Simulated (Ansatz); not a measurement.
`FCCOCF` → `CCC(O)(F)F`  (isomerisation)

Isolated molecules relaxed with PBE0-D4/def2-TZVP in Ansatz; ΔE leaves out vibrations. CBS: MP2 limit from def2 TZ/QZ plus the TZ coupled-cluster correction, frozen cores. DFT in def2-TZVPP. One conformer a species, not always the lowest.

Q: Is it downhill or uphill in electronic energy at CCSD(T)/CBS, and by how much? (An estimate is asked.)

A: Ansatz gave: Downhill: ΔE = -125.8 kJ/mol.

Q: What do these levels give: PBE-D4, r2SCAN-D4, PBE0-D4, ωB97M-V, B2PLYP, PBE, r2SCAN, SCS-MP2/def2-TZVPP, CCSD(T)/def2-TZVPP, HF/def2-QZVPP, HF/CBS(def2), MP2/CBS(def2)? (Best estimate.)

A: The calculation gave: PBE-D4 -120.3, r2SCAN-D4 -130.8, PBE0-D4 -126.3, ωB97M-V -128.8, B2PLYP -118.7, PBE -118.6, r2SCAN -130.5, SCS-MP2/def2-TZVPP -121.8, CCSD(T)/def2-TZVPP -125.5, HF/def2-QZVPP -114.1, HF/CBS(def2) -114.0, MP2/CBS(def2) -131.5 kJ/mol.

Largest T1 diagnostic among the species: 0.011.

From PBE to PBE0 (25 % exact exchange), in def2-TZVPP and without D4, ΔE moves by −6.3 kJ/mol. In def2-TZVPP, CCSD(T) changes the Hartree–Fock value by −10.2 kJ/mol (the triples alone add −1.3 kJ/mol) and MP2 by −15.9 kJ/mol.
